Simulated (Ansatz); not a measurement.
**AlPNH (quintet): the correlation ladder, cc-pVDZ**

The task here is to estimate one member of a computed series from the others.

Program: Ansatz 0.2.0, Gaussian basis. Level of theory: cc-pVDZ, core rule «outside noble gas», up to 11 orbitals frozen. These are calculated values, not measurements.

The runs, in order: UHF; CCSD(T) on ROHF; CCSD(T) on UHF; BCCD(T) on ROHF; CCSDT(Q) on ROHF; CCSDT(Q) on UHF.

32 further runs of the same task are left out: 6 for a known fault of the program, 15 that didn't finish, 11 set aside as unsound or not needed.

## What is computed

The geometry is a PBE0/def2-TZVP stationary point (not a proven minimum) of the parent state, kept for this charge and spin.

4 atoms, charge 0, spin multiplicity 5.

Atoms are counted from 1 here; the program's logs count them from 0.

Bond lengths: Al1–N2 1.771 Å, Al1–H4 1.594 Å, N2–P3 1.530 Å. Angles: N2–Al1–H4 118.3°, Al1–N2–P3 172.0°.

The first run:

File in.yaml:

```yaml
crystal:
  periodic: [false, false, false]
  atoms:
    - {symbol: Al, position_ang: [0.000000, -0.112704, 1.722124]}
    - {symbol: N, position_ang: [0.000000, 0.075179, -0.038622]}
    - {symbol: P, position_ang: [0.000000, 0.025048, -1.568052]}
    - {symbol: H, position_ang: [0.000000, 1.202529, 2.623060]}
basis:
  gaussian: {orbitals: cc-pVDZ}
magnetization: {spin_polarized: true, initial_magnetization: 4}
hamiltonian: {xc: hf}
output: {orbitals: {seedname: orbitals}}
```

On the command line:

```sh
> ansatz run in.yaml --threads 1 --pin off --events-out ev --progress --plain --max-ram 2393MiB
```

Among the steps run: UHF; CCSD(T) on ROHF; CCSD(T) on UHF; BCCD(T) on ROHF; CCSDT(Q) on ROHF; CCSDT(Q) on UHF.

One of the session's tables, all rows but one given; the rest of the session is left out.

| method | from UCCSDT(Q) (kJ/mol) |
| --- | --- |
| ROHF | ? |
| UHF | +755.9 |
| RMP2 | +125.2 |
| UMP2 | +129.9 |
| RCCSD | +26.9 |
| UCCSD | +26.4 |
| RCCSD(T) | +6.4 |
| UCCSD(T) | +6.4 |
| BCCD(T) | +6.2 |
| RCCSDT | +2.1 |
| UCCSDT | +2.0 |
| RCCSDT(Q) | +0.3 |
| UCCSDT(Q) | 0 |

**Question.** Estimate the row for ROHF.

The run gave: from UCCSDT(Q) (kJ/mol): +784.7. In the column «from UCCSDT(Q) (kJ/mol)» it is the highest.

To keep in mind: Restricted and unrestricted rows rest on different reference determinants; where their highest levels disagree by more than a few hundredths of an eV, they describe different states and don't form one ladder.
